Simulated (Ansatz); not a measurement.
The first iterations of a band of C$_{3}$H$_{6}$N$_{2}$O (12 atoms, charge 0, multiplicity 1).

Computed with RHF/def2-SVP in Ansatz 0.2.0.

```json
{"movable images": "4", "climbing image": "no", "spring": "5.0 eV/Å²", "optimiser": "quadratic models (default)", "start path": "through a guess of the saddle point", "force threshold": "0.05 eV/Å", "iteration limit": "60", "end points": "relaxed"}
```

First end point:

```xyz
12
Properties=species:S:1:pos:R:3
C -0.304 -1.596 0.847
O 0.758 -0.759 0.509
C 0.755 -0.255 -0.769
N -0.262 0.759 -0.974
C -0.296 1.866 -0.509
N -0.346 3.024 -0.168
H -0.136 -1.943 1.864
H -0.350 -2.464 0.182
H -1.261 -1.073 0.803
H 1.743 0.166 -0.947
H 0.573 -1.044 -1.500
H -0.798 3.261 0.695
```

Last end point:

```xyz
12
Properties=species:S:1:pos:R:3
C -0.249 -1.906 0.779
O 0.810 -1.023 0.575
C 0.677 -0.145 -0.466
N -0.389 0.806 -0.231
C -0.422 1.986 -0.436
N -0.555 3.157 -0.715
H 0.034 -2.569 1.593
H -0.440 -2.508 -0.115
H -1.165 -1.378 1.048
H 1.635 0.359 -0.580
H 0.443 -0.673 -1.395
H -0.302 3.839 -0.024
```

| iteration | highest image above the first end (eV) | largest band force component (eV/Å) |
| --- | --- | --- |
| 1 | 1.358 | 11.627 |
| 2 | 0.302 | 2.857 |
| 3 | 0.119 | 1.586 |
| 4 | 0.068 | 0.863 |

Question: Does the band converge within its limit, and where does its top end?

Answer: The run converged. It ended after 13 iterations with the highest image 0.000 eV above the first end. The highest image is an end point: on this band no image between the ends rises above it.

Run time: 87 s on 2 threads of Arm Neoverse V1, with other jobs on the host, peak memory 0.24 GiB.
